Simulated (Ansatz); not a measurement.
Input file:

```yaml
crystal:
  periodic: [false, false, false]
  atoms:
    - {symbol: C, position_ang: [0.139933, -0.005882, 1.564023]}
    - {symbol: As, position_ang: [-0.024941, 0.002492, -0.220505]}
    - {symbol: H, position_ang: [0.051679, 1.173233, -1.132395]}
    - {symbol: H, position_ang: [0.134788, -1.288367, -1.114181]}
basis:
  gaussian: {orbitals: 6-31G}
magnetization: {spin_polarized: false, initial_magnetization: 1}
correlation: {method: ccsd, electrons: valence}
```

```sh
$ ansatz run in.yaml --threads 1 --pin off --events-out ev --progress --plain --max-ram 2393MiB
```

Log:

```
441 factors; integrals over basis functions are off by at most 4.1e-4 eV
mean field evaluation 1: about -61840.6873 eV, gradient 1.3e1 eV
mean field evaluation 2: about -61840.7506 eV, gradient 1.3e1 eV
mean field evaluation 4: about -61841.8081 eV, gradient 2.8e0 eV
mean field evaluation 8: about -61841.8996 eV, gradient 4.9e-1 eV
mean field evaluation 16: about -61841.4165 eV, gradient 8.7e0 eV
mean field evaluation 32: about -61834.1266 eV, gradient 7.5e0 eV
mean field evaluation 64: about -61839.1377 eV, gradient 2.7e-1 eV
mean field evaluation 96: about -61840.0169 eV, gradient 1.5e-1 eV
mean field evaluation 128: about -61837.2727 eV, gradient 1.6e1 eV
mean field evaluation 160: about -61839.1452 eV, gradient 3.8e-4 eV
mean field evaluation 192: about -61839.3307 eV, gradient 3.9e-2 eV
mean field -61841.90278791 eV, -2272.6480095083 hartree, gradient 5.2e-6 eV, S^2 0.750000; 7 other end points of the search recorded, 0 dependent functions left out
mean field evaluation 224: about -61841.9942 eV, gradient 1.4e-3 eV
mean field evaluation 256: about -61841.4002 eV, gradient 3.5e0 eV
determinant -61841.90278791 eV, -2272.6480095083 hartree, with singles and doubles -61849.94159199 eV, -2272.9434301093 hartree
determinant -61840.01575711 eV, -2272.5786624057 hartree, with singles and doubles -61847.70833161 eV, -2272.8613593043 hartree
determinant -61839.33077215 eV, -2272.5534896727 hartree, with singles and doubles -61847.62795688 eV, -2272.8584055876 hartree
determinant -61839.14520287 eV, -2272.5466701273 hartree, with singles and doubles -61847.19618553 eV, -2272.8425382831 hartree
10 core orbitals not correlated: weight in the atoms' cores, before any rotation towards them, 1.000 or more for the frozen orbitals, at most 0.000 for the correlated occupied ones
reference -61841.90278791 eV, -2272.6480095083 hartree; 11, 10 occupied and 21, 22 virtual orbitals, 441 factors
second order -7.44473120 eV of doubles, -0.02045540 eV of singles
cycle   1  -8.03748068 eV  change    1.3e-3 eV  update   1.9e-3
cycle   2  -8.03859377 eV  change   -1.1e-3 eV  update   1.3e-3
cycle   3  -8.03803855 eV  change    5.6e-4 eV  update   6.4e-4
cycle   4  -8.03855013 eV  change   -5.1e-4 eV  update   3.1e-4
cycle   5  -8.03917374 eV  change   -6.2e-4 eV  update   1.3e-4
cycle   6  -8.03914360 eV  change    3.0e-5 eV  update   7.3e-5
cycle   7  -8.03906150 eV  change    8.2e-5 eV  update   4.3e-5
cycle   8  -8.03905482 eV  change    6.7e-6 eV  update   2.0e-5
WARN: the results are in doubt because among natural orbitals full CI differs from the method by -0.084 eV
Total energy: -61849.94184273 eV, -2272.9434393239 hartree
In doubt: among natural orbitals full CI differs from the method by -0.084 eV
```

Ran on 1 thread of AMD EPYC, shared host: 14 s wall, 0.11 GiB peak host memory.
